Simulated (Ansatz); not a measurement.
# BClH4S: the cost of one run

All numbers below are computed with Ansatz 0.2.0 (RKS B3LYP/def2-SVP).

### Step 1. The system as given

Bond lengths: B1–Cl2 2.210 Å, B1–H3 1.190 Å, B1–H4 1.190 Å, B1–S5 2.190 Å, S5–H6 1.400 Å, Cl2–H7 1.343 Å, S5–H7 1.384 Å. Angles: B1–Cl2–H7 73.4°, Cl2–B1–H3 120.0°, Cl2–B1–H4 120.0°, Cl2–B1–S5 71.6°, H3–B1–H4 120.0°, H3–B1–S5 97.0°, H4–B1–S5 101.2°, B1–S5–H6 109.5°, B1–S5–H7 73.5°, H6–S5–H7 144.8°, Cl2–H7–S5 141.5°.

Structure file:

```xyz
7

B     0.0000    0.0000    0.0000
Cl    0.0000    0.0000    2.2100
H     1.0305    0.0000   -0.5950
H    -1.0305    0.0000   -0.5950
S     0.0915   -2.0763    0.6906
H    -0.6660   -2.8867   -0.1635
H     0.0567   -1.2859    1.8263
```

### Step 2. Pulling towards end A

Springs on the bonds that form and break draw the guess towards this end; the thresholds are loose.

input.yaml reads:

```yaml
crystal:
  periodic: [false, false, false]
  atoms:
    - { symbol: B, position_ang: [0.0, 0.0, 0.0] }
    - { symbol: Cl, position_ang: [0.0, 0.0, 2.21] }
    - { symbol: H, position_ang: [1.0305, 0.0, -0.595] }
    - { symbol: H, position_ang: [-1.0305, 0.0, -0.595] }
    - { symbol: S, position_ang: [0.0915, -2.0763, 0.6906] }
    - { symbol: H, position_ang: [-0.666, -2.8867, -0.1635] }
    - { symbol: H, position_ang: [0.0567, -1.2859, 1.8263] }
basis:
  gaussian: { orbitals: def2-SVP }
hamiltonian:
  xc: b3lyp
relax:
  f_tol: 0.15
  max_steps: 25
  restrain:
    - { distance: [0, 4], at: 3.09, k: 30.0 }
    - { distance: [6, 1], at: 2.57, k: 30.0 }
    - { distance: [0, 1], at: 1.86, k: 30.0 }
    - { distance: [6, 4], at: 1.4, k: 30.0 }
```

Launch:

```bash
$ ansatz run input.yaml --threads 1 --pin off --max-ram 2048MiB --backend cpu --events-out ev --progress --plain --runs-dir out
```

Q: Estimate wall time and peak memory on 1 thread of Arm Neoverse N1, shared host.

About 34 s, with a peak of 0.13 GiB.
